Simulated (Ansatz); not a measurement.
A nudged elastic band was laid between two geometries of H3P + H4OSi (10 atoms, charge 0, multiplicity 1).

Theory: RKS BHLYP-D4/def2-SVP in Ansatz 0.2.0.

```json
{"movable images": "5", "climbing image": "yes", "spring": "5.0 eV/Å²", "optimiser": "quadratic models (default)", "start path": "through a guess of the saddle point", "force threshold": "0.03 eV/Å", "iteration limit": "60", "end points": "relaxed"}
```

Initial state:

```xyz
10
Properties=species:S:1:pos:R:3
Si -0.325 0.231 -0.132
H -0.239 0.393 1.340
H 1.024 0.261 -0.725
H -1.125 1.359 -0.669
O -0.994 -1.228 -0.544
H -1.862 -1.449 -0.219
P 1.891 -2.906 1.394
H 0.702 -2.708 0.650
H 2.693 -2.179 0.479
H 1.665 -1.789 2.237
```

Final state:

```xyz
10
Properties=species:S:1:pos:R:3
Si 0.294 -0.425 -0.604
H -0.031 -0.064 3.002
H 0.874 0.216 -1.798
H -0.082 0.608 0.392
O -1.034 -1.260 -1.133
H -1.558 -1.742 -0.501
P 1.899 -1.692 0.357
H 1.016 -2.345 1.254
H 1.842 -2.711 -0.626
H 0.211 -0.602 3.471
```

What changes between the two ends?

Bonds broken: Si1–H2, P7–H10. Bonds formed: Si1–P7, H2–H10. H3P + H4OSi becomes H2 + H5OPSi.

What energy profile does the band end with?

It converged. The highest image is number 3 of 0 to 6, 2.98 eV above the first end and 2.78 eV above the last; the last end lies 0.20 eV above the first. The profile has 2 maxima (images 1, 3) with wells between them (image 2): this band takes more than one step, which may be the mechanism or a detour left from its start path. A structure lower than the last end lies on the path between it and the top, so the climb from that side starts below the end, which may itself be a saddle point or a shallow side well. Neighbouring images differ by up to 3.0 eV, so the band resolves the path poorly. A vibrational analysis at the climbing image gives one clearly imaginary mode, 1392i cm⁻¹: a first-order saddle point. The orbitals stay closed-shell, which can raise the energy where a bond breaks towards radicals; this wasn't checked here.

| image | path coordinate (Å) | energy (eV) | Si1–H2 (Å) | P7–H10 (Å) | Si1–P7 (Å) |
| --- | --- | --- | --- | --- | --- |
| 0 | 0.00 | 0.00 | 1.48 | 1.42 | 4.13 |
| 1 | 2.75 | 0.03 | 1.48 | 1.42 | 4.43 |
| 2 | 5.50 | 0.01 | 1.48 | 1.42 | 4.28 |
| 3 | 8.26 | 2.98 | 1.71 | 1.85 | 2.81 |
| 4 | 10.51 | 0.22 | 3.07 | 2.89 | 2.27 |
| 5 | 12.77 | 0.19 | 4.26 | 3.12 | 2.26 |
| 6 | 15.03 | 0.20 | 3.64 | 3.71 | 2.26 |

What is the geometry of the highest image?


```xyz
10
Properties=species:S:1:pos:R:3
Si -0.055 -0.129 0.109
H 0.470 0.430 1.639
H 1.138 0.436 -0.532
H -1.186 0.795 0.314
O -0.857 -1.296 -0.732
H -0.381 -2.088 -0.970
P 1.435 -2.205 1.269
H 0.287 -3.034 1.233
H 1.807 -2.430 -0.079
H 0.773 -0.497 1.561
```

The band took 31 iterations and roughly 7 core-minutes.

Run time: 3.8 min on 2 threads of Arm Neoverse V1, on a shared host, peak memory 0.17 GiB.
